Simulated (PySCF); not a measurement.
C3H9N, SMILES CN(C)C (connectivity only; charge and spin as stated), charge +1, multiplicity 2.

Geometry optimised at B3LYP-D3(BJ)/def2-SVP. The multiplicity is an assumed one; no other spin state was optimised.

All values below come from TDA-PBE/def2-SVPD run with PySCF.

Vertical excitations; the highest root listed may be one member of a degenerate set. Isolated molecule, no solvent.

```tsv
state	energy (eV)	λ (nm)	f	main pairs
root 1	4.50	275	0.004	β HOMO→LUMO 100 %
root 2	4.85	256	0.000	β HOMO−1→LUMO (degenerate set)
root 3	4.85	256	0.000	β HOMO−2→LUMO (degenerate set)
root 4	5.40	230	0.123	β HOMO−3→LUMO (degenerate set)
root 5	5.40	230	0.123	β HOMO−4→LUMO (degenerate set)
root 6	7.24	171	0.023	α HOMO→LUMO 100 %
root 7	7.36	168	0.000	β HOMO−5→LUMO 95 %
root 8	7.41	167	0.000	β HOMO−6→LUMO (degenerate set)
root 9	7.41	167	0.000	β HOMO−7→LUMO (degenerate set)
root 10	8.41	147	0.013	α HOMO→LUMO+1 96 %
```
Unrestricted roots are not spin-pure.
